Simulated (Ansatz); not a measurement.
A calculation with Ansatz (development build ahead of 0.2.0).

```yaml
crystal:
  periodic: [false, false, false]
  atoms:
    - { symbol: Mg, position_ang: [0.0, 0.0, 0.0] }
    - { symbol: F, position_ang: [0.0, 0.0, 1.75] }
basis:
  gaussian: { orbitals: pcseg-2 }
magnetization:
  spin_polarized: true
  initial_magnetization: 1
hamiltonian:
  xc: pbe
```

The input is written out in the form of the current development build from the run's settings.

The run gave:

- Converged: yes
- Total energy: -299.79031 hartree
- Spin squared of the determinant: 0.750
- Stability test: minimum
